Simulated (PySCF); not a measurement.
**CH4: calculation and literature**

Cartesian coordinates in Å; atom numbers follow the order of the lines, from 1:
```xyz
5

C     0.0000    0.0000    0.0000
H    -0.7161   -0.2856   -0.7819
H     0.1178    1.0917    0.0073
H    -0.3723   -0.3345    0.9774
H     0.9707   -0.4714   -0.2028
```

What is known from experiment: δ ¹³C C1 -4.6; δ ¹H H2/H3/H4/H5 0.22 ppm (measured; solution, CDCl3, 298 K; Fulmer et al., Organometallics 2010, 29, 2176).
δ ¹³C C1 -4.3 ppm (measured; solution, toluene-d8, 298 K; Fulmer et al., Organometallics 2010, 29, 2176).
σ ¹³C C1 195.0 ppm (measured; gas, 300 K; A. A. Auer, PhD thesis, Mainz 2002 (Auer, Gauss, Stanton, JCP 2003, 118, 10407)).
δ ¹³C C1 -4.0; δ ¹H H2/H3/H4/H5 0.20 ppm (measured; solution, DMSO-d6, 298 K; Fulmer et al., Organometallics 2010, 29, 2176). Coupling constants: ¹J(C1,H2) 125.3 Hz, ¹J(C1,H2) 120.0 Hz, ¹J(C1,H2) 125.0 Hz, ²J(H2,H3) -12.4 Hz.

Computed data (PySCF 2.14): PBE0-D3(BJ)/def2-SVP structure, B3LYP/pcJ-1 coupling constants, shielding tensors at PBE0/pcSseg-1 (GIAO). Single conformer, no relativistic terms, rapidly exchanging positions averaged, no solvent.

Q: What does the calculation give, and how does it compare?

A: 
Reference values: measured (solution, CDCl3, 298 K; Fulmer et al., Organometallics 2010, 29, 2176).
```
      atoms  quantity  reference  computed  computed, scaled
         C1     δ ¹³C       -4.6      -4.4              -5.0
H2/H3/H4/H5      δ ¹H       0.22      0.32              0.52
```

Reference values: measured (solution, toluene-d8, 298 K; Fulmer et al., Organometallics 2010, 29, 2176).
```tsv
atoms	quantity	reference	computed	computed, scaled
C1	δ ¹³C	-4.3	-4.4	-5.0
```

Reference values: measured (gas, 300 K; A. A. Auer, PhD thesis, Mainz 2002 (Auer, Gauss, Stanton, JCP 2003, 118, 10407)).
| atoms | quantity | reference | computed |
| --- | --- | --- | --- |
| C1 | σ ¹³C | 195.0 | 188.8 |

Reference values: measured (solution, DMSO-d6, 298 K; Fulmer et al., Organometallics 2010, 29, 2176).
```json
{"atoms": "C1", "quantity": "δ ¹³C", "reference": "-4.0", "computed": "-4.4", "computed, scaled": "-5.0"}
{"atoms": "H2/H3/H4/H5", "quantity": "δ ¹H", "reference": "0.20", "computed": "0.32", "computed, scaled": "0.52"}
```

Absolute shieldings are compared as such; zero-point and thermal motion, absent here, lowers them by some tenths of a ppm for H, a few ppm for C and up to about 10 ppm for F.

Computed shifts are σ(ref) − σ with the named reference compound (TMS for H and C) calculated as an isolated molecule at the same level. The measured values may be among those fitted. Expected solution values come from regression of measured δ (H and C: mostly CDCl3, vs TMS) on computed σ: ¹H: δ = 29.85 − 0.948σ (rms 0.21 ppm, 133 shifts); ¹³C: δ = 178.46 − 0.972σ (rms 2.0 ppm, 209 shifts, 2.2 ppm with the 3 outliers that the fit left out). Occasional misses reach two or three times the rms, and more in compound classes unlike the fitted ones.

Coupling constants in Hz:
```tsv
coupling	reference	computed	source
¹J(C1,H2)	125.3	134.4	measured; gas, zero-density limit; Jackowski, Slowinski, Molecules 2023, 28, 1499
¹J(C1,H2)	120.0	134.4	experiment minus calculated vibrational correction (empirical equilibrium); gas (equilibrium); T. W. Keal, PhD thesis, Durham 2005 (values of Ruden, Lutnaes, Helgaker, Ruud 2003)
¹J(C1,H2)	125.0	134.4	measured; liquid or solution (compiled); San Fabian, Garcia de la Vega, Suardiaz et al., Magn. Reson. Chem. 2013, 51, 775 (SI)
²J(H2,H3)	-12.4	-13.2	measured; UCL NMR lecture notes, Spin-Spin Coupling (L3_3_97)
```

Q: How far are the unscaled ¹³C shifts from the references?

A: Mean signed difference -0.10 ppm, mean absolute 0.23 ppm over 3 comparisons; the largest is -0.4 ppm at C1 (methane carbon).

Q: How far are the unscaled ¹H shifts from the references?

A: Mean signed difference +0.11 ppm, mean absolute 0.11 ppm over 2 comparisons; the largest is +0.12 ppm at H2/H3/H4/H5 (hydrogen on a methane carbon).

10 of the 54 published NMR values on file for this molecule are compared. The rest: values from further sources, protons in aromatic solvents, values whose atom or origin is in doubt, other calculations.
